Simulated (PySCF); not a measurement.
# Sulfur: a sound run and one with changed settings

Sound run: S [Ne] 3s2 3p4, S⁺ [Ne] 3s2 3p3. Calculation: PySCF 2.14, in x2c-SVPall; scalar relativity by spin-free X2C-1e. In the sound run the correlated levels freeze [Ne]. The sound run starts from symmetry-adapted Hartree-Fock orbitals and uses a fine grid where one is needed.

Changed run: basis STO-3G, all-electron and non-relativistic. This setting is unsound on purpose.

| species | method | sound run (hartree) | changed run (hartree) | converged |
| --- | --- | --- | --- | --- |
| S | UHF | -398.43483 | -393.13022 | yes |
| S | M06-2X | -399.04614 | -393.68902 | yes |
| S | r2SCAN | -399.02428 | -393.65556 | yes |
| S | MP2 | -398.51699 | -393.13022 | yes |
| S⁺ | UHF | -398.09772 | -392.92422 | yes |
| S⁺ | M06-2X | -398.66681 | -393.43232 | yes |
| S⁺ | r2SCAN | -398.64493 | -393.39973 | yes |
| S⁺ | MP2 | -398.16608 | -392.92422 | yes |

Ionisation energy of S:

```csv
method,sound run (eV),changed run (eV)
UHF,9.173,5.606
M06-2X,10.322,6.985
r2SCAN,10.323,6.961
MP2,9.549,5.606
SCS-MP2,9.589,5.606
```

A minimal basis cannot let orbitals breathe on ionisation and holds almost no correlation. The Hamiltonian changed with the basis, so the totals do not compare.

For comparison, NIST gives 10.360 eV between the lowest levels.
